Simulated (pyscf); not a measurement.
`[CH3][Zn][CH3]` + `[FH]` → `[CH4]` + `[CH3][Zn][F]` (four-centre exchange; singlet surface; C–Zn, F–H broken, C–H, F–Zn formed). Structures and frequencies: ωB97X-D3(BJ)/def2-SVP in PySCF. Rate constants from transition-state theory, ωB97M-D3(BJ)/def2-TZVP energies (ideal gas, 1 atm, RRHO with modes under 100 cm⁻¹ raised to 100, one conformer, R ln 2 for rigid chiral ones; no tunnelling), k in cm³ molecule⁻¹ s⁻¹.

| T (K) | 1000/T | log10 k |
|---|---|---|
| 298 | 3.354 | -17.52 |
| 600 | 1.667 | -14.59 |
| 900 | 1.111 | ? |
| 1200 | 0.833 | -12.82 |

Task: Fit an Arrhenius line to the three values, give the activation energy, and predict k at 900 K.

Result: Least squares gives log10 k = -11.37 − 1.85 × 1000/T, so Ea = 1.85 × ln 10 × 1.987 = 8.5 kcal/mol, against an electronic barrier of 8.0. At 900 K the line gives -13.43; the computed value is -13.46 (ΔG‡ = 32.2 kcal/mol), close to the line. This is the saddle that the search found; another between the same sides may lie lower. Elements up to Kr have no core potential and no relativistic terms here.
